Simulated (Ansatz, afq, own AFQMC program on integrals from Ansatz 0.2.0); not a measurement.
## CH2Al, doublet in cc-pVDZ along one coordinate

```xyz
4

Al    0.0000   -0.1078    0.5675
C     0.0000    0.1965   -1.2432
H     0.0000    0.8566    1.8248
H     0.0000   -0.3133   -2.2039
```

The angle C2–Al1–H3 is changed with bond lengths fixed. Energies in kJ/mol count from this geometry (132.972 °) at the same level; the start stands on ROHF, each point on the determinant named.

Basis cc-pVDZ. Only valence electrons are correlated. AFQMC by an in-house program on the Cholesky factors that Ansatz 0.2.0 writes for its CCSD(T) run. The CISD trial takes its coefficients from CCSD amplitudes. Released means that phaseless walkers are propagated on without the constraint, phases kept. ± is one standard error of the sampling.

Cautions, each for one point or more: a spin-contaminated unrestricted determinant lies lower; higher spins were not checked; strong correlation.

```tsv
angle C2–Al1–H3 / °	det.	T1	weight	CCSD(T)	ph-AFQMC/CISD	CCSDT(Q)	PBE	r2SCAN
69.200	ROHF	0.057	0.80	117.1	116.9 ± 2.7	116.9	101.2	110.6§
88.000	ROHF	0.063	0.78	59.5	55.9 ± 2.9	59.1	55.3§	55.5§
106.700	ROHF	0.057	0.79	19.6	17.2 ± 2.8	19.3	20.2§	17.5§
122.900	ROHF	0.048	0.81	3.2	4.0 ± 3.1	3.0	4.2§	2.6§
141.100	ROHF	0.040	0.84	0.7	-2.2 ± 3.1	0.8	-0.6	0.9§
156.300	ROHF	0.036	0.85	8.4	7.3 ± 2.7	8.8	4.1	8.0§
180.000	ROHF	0.034	0.86	33.7	33.9 ± 2.8	34.4	25.4	30.2
```

Weight is that of the determinant in the CISD state; at the start T1 is 0.043 and the weight 0.83. § marks a functional whose ⟨S²⟩ is too high by over 0.1 (PBE, r2SCAN at the start too). Largest departures from CCSDT(Q), at the points where its series has closed: CCSD(T) -0.7 kJ/mol at 180.000 (on ROHF), ph-AFQMC/CISD -3.2 kJ/mol at 88.000 (on ROHF) (within the noise). The functionals aren't scored here. In this small basis the wave-function levels are far from their limit, so their gap to the functionals isn't the functionals' error. In total energy ph-AFQMC/CISD lies 70 ± 23 meV above CCSDT(Q) at the start, so its agreement along the curve rests in part on cancellation.

Some points may be missing: those where a free walk finds a much lower state, and past Zn most of those on another determinant than at the start.

A walk keeps the symmetry of its determinant, which the program's search chose and which needn't be the lowest solution, so a lower state of the same spin and another symmetry isn't excluded.
